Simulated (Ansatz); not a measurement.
**Energy of As (space group No. 194) less that of rhombohedral A7 As, by level of theory**

No measured value is used here.

```json
[
 {"level (code)": "PBE (Ansatz)", "value (meV/atom)": "(withheld)"},
 {"level (code)": "PBEsol (Ansatz)", "value (meV/atom)": "437"},
 {"level (code)": "PBE-D3(BJ) (Ansatz)", "value (meV/atom)": "441"}
]
```

Some entries are withheld; supply them.


- PBE (Ansatz, an electronic-structure program), value (meV/atom): 500

Each level is taken at its own relaxed cell. Ansatz's density-functional and Hartree–Fock values are scalar-relativistic unless marked +SOC, with PAW data made under PBE.
